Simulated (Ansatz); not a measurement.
Sc: from a trial structure to a relaxed crystal

Level of theory: DFT PBEsol, scalar-relativistic, plane waves, PAW (Ansatz 0.2.0). Cutoff 420 eV, Γ-centred k mesh, Gaussian smearing, no spin polarisation in the final step.

Sc was placed on the simple hexagonal structure type (P6/mmm, No. 191), at a guessed volume.

```
CELL_PARAMETERS angstrom
3.15538 0.00000 0.00000
-1.57769 2.73264 0.00000
0.00000 0.00000 2.94831
ATOMIC_POSITIONS crystal
Sc 0.00000 0.00000 0.00000
```

Cell and atoms relax at zero pressure; the relaxation can't lower the symmetry of the start.

Energies count from the standard state of Sc at the same level.

**Question.** Describe the relaxed structure.

**Answer.** It keeps P6/mmm (No. 191). The result has the simple hexagonal structure. Conventional cell: a = 3.093 Å, c = 2.897 Å. Sc has 2 Sc at 2.90 Å and 6 Sc at 3.09 Å.

```xyz
1
Lattice="3.0931 0.0000 0.0000 -1.5465 2.6787 0.0000 0.0000 0.0000 2.8966" Properties=species:S:1:pos:R:3 pbc="T T T"
Sc    0.0000    0.0000    0.0000
```

**Question.** What are its volume, energy, density and gap?

**Answer.** The volume per atom is 24.00 Å³. The density is 3.11 g/cm³. The energy over the standard structure is 0.43 eV/atom and the gap on the 21×21×18 mesh is 0 eV (a metal).

The final run used a 21×21×18 mesh on its 1-atom cell and 0.10 eV smearing. The k mesh leaves about 4 meV/atom of noise in metals. A structure relaxed within its symmetry needn't be a true minimum. The steps took roughly 30 core-seconds in all.